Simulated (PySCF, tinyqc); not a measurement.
Inside a calculation. Method: RHF in the sto-6g basis, for CH2, spin multiplicity 1. This run ends on a higher stationary point, not on the lowest solution. The lowest restricted solution is unstable here: a spin-polarised one lies 0.0358 hartree lower (PySCF). One step of it, computed by the program tinyqc.

Question. Iteration 1: building the Fock matrix. J_ij = sum D_kl (ij|kl), K_ij = sum D_kl (ik|jl); F = H + J - 0.5 K; E = tr D H + tr D J / 2 - 0.25 tr D K + E_nn.

D at the start, lower triangle:
```
            1C 1s      1C 2s    1C 2px     1C 2py     1C 2pz      2H 1s     3H 1s
1C 1s    2.125507
1C 2s   -0.527667   2.206744
1C 2px   0.000000   0.000000  2.000000
1C 2py  -0.000227   0.001329  0.000000   2.285620
1C 2pz  -0.158000   0.713629  0.000000   0.000548   0.230857
2H 1s    0.064034  -0.249377  0.000000  -0.279305  -0.080631   0.062286
3H 1s    0.063731  -0.248139  0.000000   0.278042  -0.080202  -0.005926  0.061772
```

core Hamiltonian H = T + V (hartree), lower triangle:
```
             1C 1s      1C 2s     1C 2px     1C 2py     1C 2pz      2H 1s      3H 1s
1C 1s   -18.691375
1C 2s    -4.294133  -5.414991
1C 2px    0.000000   0.000000  -4.379271
1C 2py   -0.000051  -0.000485   0.000000  -4.498615
1C 2pz   -0.009159  -0.097659   0.000000  -0.000159  -4.405892
2H 1s    -0.558143  -1.482228   0.000000  -1.234810  -0.596667  -2.924603
3H 1s    -0.553586  -1.473676   0.000000   1.228671  -0.594291  -0.211063  -2.919115
```

Two-electron integrals (ij|kl) in chemists' order, unique and non-zero (hartree):
```
(11|11) 3.543743    (21|11) 0.529462    (21|21) 0.100317    (22|11) 0.853596
(22|21) 0.199930    (22|22) 0.624844    (31|31) 0.021271    (32|31) 0.031868
(32|32) 0.138108    (33|11) 0.853598    (33|21) 0.199930    (33|22) 0.624843
(33|33) 0.673218    (41|41) 0.021271    (42|41) 0.031868    (42|42) 0.138108
(43|43) 0.036281    (44|11) 0.853598    (44|21) 0.199930    (44|22) 0.624843
(44|33) 0.600655    (44|44) 0.673218    (51|51) 0.021271    (52|51) 0.031868
(52|52) 0.138108    (53|53) 0.036281    (54|54) 0.036281    (55|11) 0.853598
(55|21) 0.199930    (55|22) 0.624843    (55|33) 0.600655    (55|44) 0.600655
(55|55) 0.673218    (61|11) 0.071618    (61|21) 0.013081    (61|22) 0.025707
(61|33) 0.025612    (61|41) 0.000776    (61|42) 0.001518    (61|44) 0.025846
(61|51) 0.000366    (61|52) 0.000716    (61|54) 0.000110    (61|55) 0.025664
(61|61) 0.001754    (62|11) 0.198184    (62|21) 0.047253    (62|22) 0.166078
(62|33) 0.161926    (62|41) 0.004336    (62|42) 0.030680    (62|44) 0.172110
(62|51) 0.002047    (62|52) 0.014483    (62|54) 0.004807    (62|55) 0.164196
(62|61) 0.006384    (62|62) 0.062477    (63|31) 0.004679    (63|32) 0.024975
(63|43) 0.005759    (63|53) 0.002719    (63|63) 0.006914    (64|11) 0.165129
(64|21) 0.039869    (64|22) 0.148078    (64|33) 0.140930    (64|41) 0.007743
(64|42) 0.049614    (64|44) 0.160566    (64|51) 0.001446    (64|52) 0.011631
(64|54) 0.006551    (64|55) 0.142739    (64|61) 0.005607    (64|62) 0.065867
(64|64) 0.075035    (65|11) 0.077952    (65|21) 0.018821    (65|22) 0.069903
(65|33) 0.066529    (65|41) 0.001446    (65|42) 0.011631    (65|44) 0.070361
(65|51) 0.005362    (65|52) 0.030466    (65|54) 0.007568    (65|55) 0.072820
(65|61) 0.002647    (65|62) 0.031094    (65|64) 0.032158    (65|65) 0.022095
(66|11) 0.374103    (66|21) 0.090852    (66|22) 0.363863    (66|33) 0.346203
(66|41) 0.009219    (66|42) 0.090141    (66|44) 0.389526    (66|51) 0.004352
(66|52) 0.042553    (66|54) 0.020451    (66|55) 0.355858    (66|61) 0.012403
(66|62) 0.184248    (66|64) 0.213110    (66|65) 0.100603    (66|66) 0.774999
(71|11) 0.071029    (71|21) 0.012973    (71|22) 0.025497    (71|33) 0.025403
(71|41) -0.000770   (71|42) -0.001505   (71|44) 0.025635    (71|51) 0.000364
(71|52) 0.000711    (71|54) -0.000109   (71|55) 0.025455    (71|61) 0.001678
(71|62) 0.005862    (71|64) 0.004749    (71|65) 0.002441    (71|66) 0.011235
(71|71) 0.001725    (72|11) 0.196972    (72|21) 0.046966    (72|22) 0.165117
(72|33) 0.160988    (72|41) -0.004308   (72|42) -0.030508   (72|44) 0.171115
(72|51) 0.002036    (72|52) 0.014416    (72|54) -0.004785   (72|55) 0.163249
(72|61) 0.005874    (72|62) 0.040236    (72|64) 0.031675    (72|65) 0.019501
(72|66) 0.088733    (72|71) 0.006293    (72|72) 0.061821    (73|31) 0.004645
(73|32) 0.024809    (73|43) -0.005724   (73|53) 0.002705    (73|63) 0.004000
(73|73) 0.006831    (74|11) -0.164241   (74|21) -0.039656   (74|22) -0.147323
(74|33) -0.140216   (74|41) 0.007691    (74|42) 0.049320    (74|44) -0.159736
(74|51) -0.001439   (74|52) -0.011582   (74|54) 0.006519    (74|55) -0.142018
(74|61) -0.004763   (74|62) -0.031706   (74|64) -0.021910   (74|65) -0.015129
(74|66) -0.068187   (74|71) -0.005531   (74|72) -0.065217   (74|74) 0.074323
(75|11) 0.077608    (75|21) 0.018739    (75|22) 0.069614    (75|33) 0.066256
(75|41) -0.001439   (75|42) -0.011582   (75|44) 0.070070    (75|51) 0.005325
(75|52) 0.030282    (75|54) -0.007526   (75|55) 0.072517    (75|61) 0.002449
(75|62) 0.019525    (75|64) 0.015135    (75|65) 0.013264    (75|66) 0.045018
(75|71) 0.002614    (75|72) 0.030817    (75|74) -0.031892   (75|75) 0.021901
(76|11) 0.026007    (76|21) 0.006215    (76|22) 0.022523    (76|33) 0.021994
(76|41) -3.76e-07   (76|42) -4.08e-06   (76|44) 0.022749    (76|51) 0.000459
(76|52) 0.003426    (76|54) -1.00e-06   (76|55) 0.022825    (76|61) 0.000813
(76|62) 0.007226    (76|64) 0.006739    (76|65) 0.003958    (76|66) 0.019579
(76|71) 0.000806    (76|72) 0.007192    (76|74) -0.006715   (76|75) 0.003945
(76|76) 0.001068    (77|11) 0.373191    (77|21) 0.090633    (77|22) 0.363090
(77|33) 0.345498    (77|41) -0.009176   (77|42) -0.089830   (77|44) 0.388639
(77|51) 0.004336    (77|52) 0.042447    (77|54) -0.020385   (77|55) 0.355131
(77|61) 0.011301    (77|62) 0.089077    (77|64) 0.068401    (77|65) 0.045133
(77|66) 0.207830    (77|71) 0.012270    (77|72) 0.183138    (77|74) -0.211939
(77|75) 0.100147    (77|76) 0.019579    (77|77) 0.774999
```

nuclear repulsion = 4.72025270 hartree

Give: Coulomb J; exchange K; Fock matrix F; total energy of this density.

Answer.

Coulomb J (hartree), lower triangle:
```
          1C 1s   1C 2s  1C 2px   1C 2py  1C 2pz   2H 1s   3H 1s
1C 1s   12.3715
1C 2s    2.2810  5.5038
1C 2px   0.0000  0.0000  5.5506
1C 2py   0.0000  0.0000  0.0000   5.5436
1C 2pz   0.0340  0.1554  0.0000   0.0000  5.4172
2H 1s    0.3015  1.4179  0.0000   1.2422  0.6050  2.9743
3H 1s    0.2990  1.4096  0.0000  -1.2359  0.6024  0.1911  2.9679
```

exchange K (hartree), lower triangle:
```
         1C 1s   1C 2s  1C 2px   1C 2py  1C 2pz   2H 1s   3H 1s
1C 1s   7.2954
1C 2s   1.1949  1.8206
1C 2px  0.0000  0.0000  1.7240
1C 2py  0.0000  0.0000  0.0000   1.7177
1C 2pz  0.0219  0.4319  0.0000   0.0000  0.5692
2H 1s   0.1716  0.4375  0.0000   0.3086  0.1416  0.1912
3H 1s   0.1702  0.4348  0.0000  -0.3069  0.1407  0.0556  0.1891
```

Fock matrix F (hartree), lower triangle:
```
          1C 1s    1C 2s  1C 2px   1C 2py   1C 2pz    2H 1s    3H 1s
1C 1s   -9.9676
1C 2s   -2.6106  -0.8215
1C 2px   0.0000   0.0000  0.3093
1C 2py   0.0000  -0.0005  0.0000   0.1862
1C 2pz   0.0139  -0.1582  0.0000  -0.0002   0.7267
2H 1s   -0.3424  -0.2831  0.0000  -0.1469  -0.0624  -0.0459
3H 1s   -0.3397  -0.2815  0.0000   0.1463  -0.0622  -0.0478  -0.0457
```

total energy of this density = -37.128577 hartree

This density is the starting one.
